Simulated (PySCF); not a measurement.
## Bond curve of AlN⁻

Set-up: PySCF, no relativity, basis sets Al def2-TZVPPD, N def2-TZVPPD. Energies in eV from Al⁻ + N in their ground configurations at the same level. State: ²Π (doublet), unpaired electrons π ↑.

```json
{"R (Å)": "1.528", "r²SCANh": "-2.901", "r²SCAN": "-3.024"}
{"R (Å)": "1.599", "r²SCANh": "-3.518", "r²SCAN": "-3.651"}
{"R (Å)": "1.670", "r²SCANh": "-3.855", "r²SCAN": "-3.998"}
{"R (Å)": "1.724", "r²SCANh": "-3.973", "r²SCAN": "-4.124"}
{"R (Å)": "1.777", "r²SCANh": "-4.004", "r²SCAN": "-4.163"}
{"R (Å)": "1.830", "r²SCANh": "-3.969", "r²SCAN": "-4.135"}
{"R (Å)": "1.901", "r²SCANh": "-3.848", "r²SCAN": "-4.022"}
{"R (Å)": "1.990", "r²SCANh": "-3.618", "r²SCAN": "-3.801"}
{"R (Å)": "2.097", "r²SCANh": "-3.288", "r²SCAN": "-3.474"}
{"R (Å)": "2.239", "r²SCANh": "-2.835", "r²SCAN": "-3.015"}
```

Question: Put a parabola through the three lowest points of the r²SCANh curve and estimate Re, k and ωe (reduced mass 9.219 u; 1 eV/Å² = 0.16022 mdyn/Å; ωe = 1302.8·√(k/μ) cm⁻¹).

Answer: Through R = 1.724, 1.777, 1.83 Å the second-order coefficient is 11.7 eV/Å², so Re ≈ 1.775 Å, k ≈ 3.76 mdyn/Å and ωe ≈ 832 cm⁻¹. A polynomial fit of higher order to the unrounded r²SCANh energies gives Re = 1.773 Å, k = 3.79 mdyn/Å, ωe = 836 cm⁻¹; anharmonicity and rounding make the difference.

The higher-order fit for each curve: r²SCANh: Re = 1.773 Å, ωe = 836 cm⁻¹, De = 4.00 eV; r²SCAN: Re = 1.779 Å, ωe = 824 cm⁻¹, De = 4.16 eV.

⟨S²⟩ of the unrestricted solution departs from its pure value on part of the curve, where spin states mix. For an ion De counts to the pair picked by the measured ionisation energies or electron affinities, which need not be the lowest pair at this level. The highest Kohn–Sham level is positive in this anion. Much of that is self-interaction error, but it also means that the finite basis helps to hold the extra electron. The state is the lowest determinant that a PBE0 search found; another state may lie lower at other levels.
